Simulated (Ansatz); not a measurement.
**CH3 (doublet): RPA-PBE over a scan of the distance C1–H3, 6-31G**

Aim: run CH3 (doublet) with these functionals over a scan of the distance C1–H3, and hold them against the top wave-function level at the same points.

The runs use Ansatz 0.2.0, Gaussian basis; 6-31G, all electrons in the functionals, frozen cores in the correlation of double hybrids and RPA.

Plan: RPA-PBE, at 0.879 Å; 0.964 Å; 1.080 Å; 1.162 Å; 1.302 Å; 1.522 Å; 1.713 Å; 2.000 Å; 2.411 Å; 2.925 Å; 3.758 Å.

14 further runs of the same task are left out: 11 that didn't finish, 3 set aside as unsound or not needed.

## 1. The system

The geometry derives from a PBE0/def2-TZVP stationary point (not a proven minimum). One bond is set to the value named and the two fragments are kept rigid.

4 atoms, charge 0, spin multiplicity 2.

Atoms are counted from 1 here; the program's logs count them from 0.

Bond lengths: C1–H2 1.080 Å, C1–H3 1.080 Å, C1–H4 1.080 Å. Angles: H2–C1–H3 120.0°, H2–C1–H4 120.0°, H3–C1–H4 120.0°.

As a file:

```xyz
4
charge 0, multiplicity 2
C     0.00000    0.00000    0.00000
H     1.07993    0.01403   -0.00032
H    -0.55211    0.92823   -0.00273
H    -0.52782   -0.94226    0.00305
```

No dispersion term is added.

The geometry shown and the zero of energy belong to the point 1.080 Å. The yardstick, FCI, and other wave-function levels (R restricted, U unrestricted, valence and pair active spaces) come from earlier runs.

## 2. RPA-PBE, 0.879 Å

The input, in.yaml:

```yaml
crystal:
  periodic: [false, false, false]
  atoms:
    - {symbol: C, position_ang: [-0.006889, 0.011583, -0.000034]}
    - {symbol: H, position_ang: [1.073041, 0.025609, -0.000355]}
    - {symbol: H, position_ang: [-0.456239, 0.767043, -0.002259]}
    - {symbol: H, position_ang: [-0.534707, -0.930674, 0.003021]}
basis:
  gaussian: {orbitals: 6-31G}
magnetization: {spin_polarized: true, initial_magnetization: 1}
hamiltonian: {xc: {name: PBE}}
correlation: {method: rpa, electrons: outside_noble_gas}
```

Run with:

```bash
> ansatz run in.yaml --threads 1 --pin off --events-out ev --progress --plain --max-ram 2393MiB
```

Further steps of the session: RPA-PBE, 0.964 Å; RPA-PBE, 1.080 Å; RPA-PBE, 1.162 Å; RPA-PBE, 1.302 Å; RPA-PBE, 1.522 Å; RPA-PBE, 1.713 Å; RPA-PBE, 2.000 Å; RPA-PBE, 2.411 Å; RPA-PBE, 2.925 Å; RPA-PBE, 3.758 Å.

Q: Predict the results of all the runs planned. Wanted: span of the FCI curve; largest miss, RPA-PBE.

The runs gave:

| quantity | value |
| --- | --- |
| span of the FCI curve | 103.8 kcal/mol |
| largest miss, RPA-PBE | +6.1 kcal/mol (2.411 Å) |

**Reading.** RPA-PBE strays by up to 6.1 kcal/mol, at 2.411 Å. RPA-PBE clearly breaks the spin symmetry at some points (⟨S²⟩ up to 1.00 above the pure value), so energy there is bought with a mixed spin. Functionals and the yardstick converge differently with the basis, so part of each miss in 6-31G is the basis.
